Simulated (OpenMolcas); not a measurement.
**NH3 (ammonia): the vertical ionisation energy from total energies**

The species is NH3 (4 atoms), meant as a singlet with charge 0. SMILES: `N`. The shape is that of a GFN2-xTB optimisation.

Both states at this one shape; open shells run unrestricted unless said. 1 Eh = 27.2114 eV.

```tsv
level	program	singlet NH3 (Eh)	doublet [NH3]+ (Eh)	HOMO of the first (eV)
HF/STO-3G	OpenMolcas	-55.453750	-55.175766	-9.50
HF/STO-3G, open shells restricted	OpenMolcas	-55.453750	-55.173797	-9.50
SVWN5/STO-3G	OpenMolcas	-55.290033	-54.965817	-1.70
```

**Question.** Work out the vertical ionisation energy at each level.

**Answer.** 
1. HF/STO-3G: -55.175766 − (-55.453750) = 0.277984 Eh = 7.56 eV; −ε(HOMO) = 9.50 eV.
2. HF/STO-3G, open shells restricted: -55.173797 − (-55.453750) = 0.279953 Eh = 7.62 eV; −ε(HOMO) = 9.50 eV.
3. SVWN5/STO-3G: -54.965817 − (-55.290033) = 0.324216 Eh = 8.82 eV; −ε(HOMO) = 1.70 eV.

No measured value is set beside it here; the levels span 7.56 to 8.82 eV. In Hartree–Fock, −ε(HOMO) (Koopmans) exceeds the difference of totals by the orbital relaxation of the ion. In semi-local functionals −ε(HOMO) lies far under the ionisation energy, a result of self-interaction, while the difference of totals does much better. Hartree–Fock favours the state with fewer electron pairs, since it lacks pair correlation. Minimal sets are far from the basis-set limit.
